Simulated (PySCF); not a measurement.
# NSH₃: structure of the singlet

The task is one start of a wider search on NSH₃: the singlet, from a see-saw (ligand arrangement 1) start. It is relaxed, tested by its Hessian and followed downhill if it is a saddle.

Computed with PySCF 2.14.0. Level: PBE0, basis N def2-TZVP, S def2-TZVP, H def2-TZVP, no relativity, density fitting.

## 1. The system as given

5 atoms, charge 0, spin multiplicity 1.

Bond lengths: N1–S2 1.540 Å, N1–H3 1.030 Å, N1–H4 1.030 Å, N1–H5 1.030 Å. Angles: S2–N1–H3 86.9°, S2–N1–H4 86.9°, S2–N1–H5 104.0°, H3–N1–H4 170.0°, H3–N1–H5 86.9°, H4–N1–H5 86.9°.

Z-matrix (Å, degrees; charge 0 multiplicity 1):
```
N
S  1 1.5400
H  1 1.0300 2 86.92
H  1 1.0300 2 86.92 3 172.11
H  1 1.0300 2 104.00 3 86.05
```

## 2. See-saw (ligand arrangement 1) start, singlet: relaxation

The steps below are one call of a driver around PySCF. For each, scf.py gives the equivalent set-up of the SCF; relaxations use the driver's own optimiser. Before each start the driver seeks the lowest SCF state from one or more starting densities and follows internal instabilities, so scf.py alone need not reach the same state.

The program finds Cs symmetry in the start, which this walk keeps. The walk stops when the largest gradient is under 0.0003 Eh/bohr and the energy has settled too.

scf.py reads:

```python
from pyscf import gto, scf, dft
mol = gto.M(atom='''
N      0.775125     0.000000    -0.635381
S     -0.438375     0.000000     0.312719
H      0.775125     1.026100    -0.545581
H      0.775125    -1.026100    -0.545581
H      1.586825     0.000000    -0.001281''',
    basis={'N': 'def2-TZVP', 'S': 'def2-TZVP', 'H': 'def2-TZVP'},
    charge=0, spin=0)
mf = dft.RKS(mol, xc='PBE0')
mf.grids.atom_grid = (50, 194)
aux = {'N': 'def2-universal-JKFIT', 'S': 'def2-universal-JKFIT', 'H': 'def2-universal-JKFIT'}
mf = mf.density_fit(auxbasis=aux)
mf.kernel()
```

After this run come: Hessian and properties.

Q: Predict the outcome of this session. Wanted: minimum; geometry; wavenumbers; dipole moment; highest occupied, lowest empty level; polar-tensor charge of N1; zero-point energy; atomisation energy.

As calculated:

| quantity | value |
| --- | --- |
| minimum | singlet, C3v |
| geometry | N–H 1.017 Å (×3), N–S 1.817 Å; H–N–H 108.3° (×3), H–N–S 110.6° (×3) |
| wavenumbers (cm⁻¹) | 643 (a1), 853 (e), 1336 (a1), 1650 (e), 3450 (a1), 3542 (e) |
| dipole moment | 6.11 D |
| highest occupied, lowest empty level | -5.47, -0.63 eV |
| polar-tensor charge of N1 | -0.23 e |
| zero-point energy | 104.8 kJ/mol |
| entropy at 298.15 K | 235.0 J/(mol K) |
| atomisation energy (no zero-point energy) | 1345 kJ/mol |

In words: The see-saw (ligand arrangement 1) start (Cs) ends in a minimum of C3v symmetry. In the infrared the band at 3542 cm⁻¹ (e, stretch) leads. With 6.1 D the molecule is strongly polar. Only this shape and spin were tried, so other structures or states may lie lower.
